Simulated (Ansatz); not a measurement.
# CCSD(T)/STO-3G run of N2O (nitrous oxide)

Aim: the vertical ionisation energy of N2O (nitrous oxide) at CCSD(T)/STO-3G, from 2 runs. 

The results are computed with Ansatz 0.2.0.

30 further runs of the same task are left out: 6 that didn't finish, 24 set aside as unsound or not needed.

### Step 1. The molecule

N2O: 3 atoms, total charge 0, spin state singlet. SMILES: `N#[N+][O-]`. Geometry: relaxed at PBE0-D4/def2-TZVP.

Bond lengths: N1–N2 1.118 Å, N2–O3 1.174 Å. Angles: N1–N2–O3 180.0°.

### Step 2. The energy at CCSD(T)/STO-3G

molecule.yaml reads:

```yaml
crystal:
  periodic: [false, false, false]
  atoms:
    - symbol: "N"
      position_ang: [-0.511700, 1.001300, -0.167900]
    - symbol: N
      position_ang: [-0.008400, 0.016500, -0.002800]
    - symbol: O
      position_ang: [0.520100, -1.017800, 0.170700]
basis:
  gaussian:
    orbitals: STO-3G
correlation:
  method: ccsd_t
  frozen_orbitals: {"N": 1, O: 1}
accuracy: high
scf:
  omitted_lower_state_checks: [cluster_reference, increment]
```

Launch:

```
$ ansatz run molecule.yaml --threads 1 --pin off --max-ram 2610MiB --events-out events.jsonl --progress --plain --runs-dir runs
```

Standard output (excerpt; [...] marks lines left out):

```text
Warning: RAYON_NUM_THREADS=1 ignored (pool sized by the plan → 1); use --threads N
Functional definition: HF
  name "HF"
[...]
252 factors; integrals over basis functions are off by at most 2.3e-8 eV
[...]
mean field -4930.34395590 eV, -181.1867984723 hartree, gradient 8.9e-8 eV, S^2 0.000000; 0 other end points of the search recorded, 0 dependent functions left out; unrestricted orbitals would lower it
3 core orbitals not correlated: weight in the atoms' cores, before any rotation towards them, 1.000 or more for the frozen orbitals, at most 0.000 for the correlated occupied ones
reference -4930.34395590 eV, -181.1867984723 hartree; 8, 8 occupied and 4, 4 virtual orbitals, 252 factors
second order -6.44151662 eV of doubles, -0.00000000 eV of singles
cycle   1  -5.45087695 eV  change    9.9e-1 eV  update   1.6e-1
[...]
cycle  20  -6.04013066 eV  change  -1.3e-10 eV  update  6.2e-10
perturbative correction -0.50256644 eV, -0.0184689760 hartree
Total energy: -4936.88665300 eV, -181.4272381557 hartree
Checks for a lower state left out: cluster_reference, increment
```

It took 0.26 s on 1 thread of Intel Xeon Platinum 8375C at 2.90GHz (Ice Lake), shared host.

### Step 3. The doublet cation

molecule.yaml reads:

```yaml
crystal:
  periodic: [false, false, false]
  atoms:
    - symbol: N
      position_ang: [-0.511700, 1.001300, -0.167900]
    - symbol: N
      position_ang: [-0.008400, 0.016500, -0.002800]
    - symbol: O
      position_ang: [0.520100, -1.017800, 0.170700]
basis:
  gaussian: {orbitals: STO-3G}
total_charge: 1
magnetization: {spin_polarized: true, initial_magnetization: 1}
correlation: {method: ccsd_t, frozen_orbitals: {"N": 1, O: 1}}
accuracy: high
scf: {omitted_lower_state_checks: [cluster_reference, increment]}
```

Launch:

```
$ ansatz run molecule.yaml --threads 1 --pin off --max-ram 2610MiB --events-out events.jsonl --progress --plain --runs-dir runs
```

Standard output (excerpt; [...] marks lines left out):

```text
Warning: RAYON_NUM_THREADS=1 ignored (pool sized by the plan → 1); use --threads N
[... 2 set-up lines as earlier in the session ...]
[...]
252 factors; integrals over basis functions are off by at most 2.3e-8 eV
[...]
mean field -4921.71354375 eV, -180.8696366755 hartree, gradient 4.1e-8 eV, S^2 0.980911; 4 other end points of the search recorded, 0 dependent functions left out
3 core orbitals not correlated: weight in the atoms' cores, before any rotation towards them, 1.000 or more for the frozen orbitals, at most 0.000 for the correlated occupied ones
reference -4921.71354375 eV, -180.8696366755 hartree; 8, 7 occupied and 4, 5 virtual orbitals, 252 factors
second order -4.23846864 eV of doubles, -0.00000000 eV of singles
cycle   1  -4.49458247 eV  change   -2.6e-1 eV  update   1.1e-1
[...]
cycle  26  -5.26047611 eV  change   9.2e-10 eV  update  7.7e-10
perturbative correction -0.18244759 eV, -0.0067048252 hartree
Total energy: -4927.15646745 eV, -181.0696604322 hartree
Checks for a lower state left out: cluster_reference, increment
```

Run time: 1 s. Hardware: 1 thread of Intel Xeon Platinum 8375C at 2.90GHz (Ice Lake), shared host.

### Step 4. Summary of results

Level: CCSD(T)/STO-3G, 3 core orbitals frozen.

| quantity | value |
| --- | --- |
| singlet N2O: total energy | -181.42724 Eh |
| singlet N2O: correlation energy (3 core orbitals frozen) | -240.4 mEh |
| singlet N2O: (T) correction | -18.47 mEh |
| singlet N2O: T1 diagnostic | 0.021 |
| doublet cation: total energy | -181.06966 Eh |
| doublet cation: correlation energy (3 core orbitals frozen) | -200.0 mEh |
| doublet cation: (T) correction | -6.70 mEh |
| doublet cation: ⟨S²⟩ of the reference determinant | 0.981 |
| doublet cation: T1 diagnostic | 0.045 |
| vertical ionisation energy (to the doublet cation) | 9.730 eV |

**Reading.** Removing an electron at fixed nuclei costs 9.73 eV (939 kJ/mol). In a minimal basis such a difference can be off by several eV, whatever the method. The T1 diagnostic (singlet N2O) of 0.021 is above the customary mark for such species, so a single reference may not serve. The restricted solution (singlet N2O) is unstable to spin breaking: an unrestricted one lies lower. The triples (singlet N2O) make up 7.7 % of the correlation energy. ⟨S²⟩ (doublet cation) is 0.98 where a pure doublet has 0.75: the reference is spin-contaminated.
